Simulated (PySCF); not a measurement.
MF anions for M along the third period

PBE0 with double-zeta basis sets in PySCF, for the lowest determinant that a PBE0 search found; no spin–orbit coupling. De refers to high-spin ground-configuration atoms (the charge goes to the atom of lower measured ionisation energy or higher electron affinity, which is not always the lowest computed limit). A positive dipole points towards F; it is taken about the centre of mass and depends on that origin.

```csv
M,basis,charged atom,state (unpaired electrons),Re (Å),ωe (cm⁻¹),De (eV),μ (D)
Na,def2-SVPD,F−,doublet (σ ↑),2.026,425,1.97,2.46
Mg,aug-cc-pVDZ,F−,singlet (closed shell),1.843,562,2.51,3.28
Si,aug-cc-pV(D+d)Z/aug-cc-pVDZ,F−,triplet (π ↑↑),1.726,635,3.55,2.21
S,aug-cc-pV(D+d)Z/aug-cc-pVDZ,F−,singlet (closed shell),1.738,665,2.52,1.18
Cl,aug-cc-pV(D+d)Z/aug-cc-pVDZ,Cl−,doublet (σ ↑),2.231,310,1.56,-1.09
```

The shortest bond is that of SiF⁻ (1.726 Å), the longest that of ClF⁻ (2.231 Å). SiF⁻ is bound most strongly (3.55 eV) and ClF⁻ least (1.56 eV).

The rows differ in basis set, which adds steps of its own.

The state changes along the series, so neighbouring rows are not always alike in their bonding.

For an ion De counts to the pair picked by the measured ionisation energies or electron affinities, which need not be the lowest pair at this level. The highest Kohn–Sham level is positive in some of these anions. Much of that is self-interaction error, but it also means that the finite basis helps to hold the extra electron. States were picked by a PBE0 search and need not be the measured ground states.
